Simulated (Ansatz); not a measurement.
Reaction (substitution at a C–O bond): `C=COCCC` + `C=C(N)O` → `C=COC(=C)N` + `CCCO`

Calculated with Ansatz (gas phase, PBE0-D4/def2-TZVP geometries, no zero-point term in ΔE). CCSD(T)/CBS is the MP2 limit (def2-TZVPP, def2-QZVPP) plus CCSD(T) − MP2 in def2-TZVPP, frozen cores. DFT in def2-TZVPP. B3LYP here is the variant with VWN-RPA as its local correlation; programs differ in this. One conformer a species, not always the lowest.

| level | ΔE (kcal/mol) |
| --- | --- |
| PBE0 | 7.4 |
| B3LYP | 6.7 |

(1) What does CCSD(T)/CBS give? (An estimate is asked.)

Largest T1 diagnostic among the species: 0.013.

Results:

(1) Ansatz gave: +6.7 kcal/mol. The listed levels differ from it by 0.7, 0.0 kcal/mol.
